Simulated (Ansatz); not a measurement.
`CBS` + NH₃ → `NBS` + CH₄ at 600 K and 1 bar (ligand exchange at a B–C bond).

Gas-phase electronic energies from Ansatz, PBE0-D4/def2-TZVP geometries. CCSD(T)/CBS adds triple-zeta CCSD(T) − MP2 to the extrapolated MP2 energy (def2 sets, frozen cores). This one scheme is used for every species. One conformer a species, not always the lowest.

```
species  CCSD(T)/CBS energy (Eh)  H − E (kJ/mol)  S (J/(mol·K))
  `CBS`               -463.66090           197.7          348.9
    NH₃                -56.50880           112.4          219.5
  `NBS`               -479.74963           171.0          335.6
    CH₄                -40.46206           140.4          215.7
```

H − E and S are ideal-gas, rigid-rotor, harmonic terms from PBE0-D4/def2-TZVP, for one conformer and one mirror image of each species. 1 Eh = 2625.50 kJ/mol, R = 8.31446 J/(mol·K).

Q: By hand: ΔE, ΔH, ΔS and ΔG.

A: ΔE = (-479.74963) + (-40.46206) − (-463.66090) − (-56.50880) = -0.04199 Eh = -110.2 kJ/mol. Δ(H − E) = 171.0 + 140.4 − 197.7 − 112.4 = 1.3, so ΔH = -108.9 kJ/mol. ΔS = 335.6 + 215.7 − 348.9 − 219.5 = -17.1 J/(mol·K). ΔG = -108.9 − 600 × (-17.1)/1000 = -98.6 kJ/mol.

Q: By hand: the equilibrium constant, and the temperature at which ΔG would vanish if ΔH and ΔS stayed fixed.

A: log₁₀ K = −ΔG/(RT ln 10) = 8.6. ΔG = 0 at ΔH/ΔS = 6368 K, far beyond where these terms or the molecules hold.

ΔH outweighs TΔS. A doubt of 5 kJ/mol in ΔE shifts log₁₀ K by 0.4 here. Other conformers and mirror images would add mixing entropy, several J/(mol·K) or more a flexible species. These are equilibria of isolated gas molecules and say nothing of rates. Largest T1 diagnostic: 0.013 (customary marks: 0.02 for closed shells, 0.045 for open ones).
